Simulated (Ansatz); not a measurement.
Reaction (SMILES): [OH] (OH) → H atom + O atom
B3LYP-D3(BJ)/def2-TZVP geometries, fixed; electronic energies without zero-point terms.
Largest species:
```
O
H 1 0.9767
```
Charge 0, spin multiplicity 2.

Basis-set convergence of the atomisation energy at PBE0 with Ansatz (an electronic-structure program). Cartesian d functions, on some or all atoms, in 6-31G*, 6-31G**, 6-31+G*; all else is spherical. The program fits the integrals of some runs and decomposes those of others, by size. Open shells are unrestricted. No added dispersion term, no relativity. Functions are those of the species that has most. Reference: the value in aug-cc-pV5Z, 105.77 kcal/mol, itself unsure by roughly 0.02 kcal/mol (its mean distance from pcseg-4, aug-pcseg-3, aug-cc-pVQZ). Deviations are taken from unrounded values.

| basis | functions | atomisation energy (kcal/mol) | minus reference (kcal/mol) |
|---|---|---|---|
| STO-3G | 6 | 95.81 | -9.96 |
| 3-21G | 11 | 88.48 | -17.29 |
| 6-31G | 11 | 91.35 | -14.42 |
| 6-31G* | 17 | 99.70 | -6.06 |
| 6-31G** | 20 | 103.04 | -2.73 |
| 6-31+G* | 21 | 101.36 | -4.41 |
| 6-311G** | 24 | 102.59 | -3.18 |
| 6-311+G** | 28 | 104.37 | -1.40 |
| 6-311++G(2d,2p) | 37 | 105.43 | -0.34 |
| 6-311++G(3df,3pd) | 57 | 106.06 | 0.30 |

The smallest set listed that lies within 2 kcal/mol of the reference with all its larger relatives (same family, alike in diffuse functions; a set with none counts only in the reference's own line) is 6-311+G** (28 functions, -1.40 kcal/mol off).
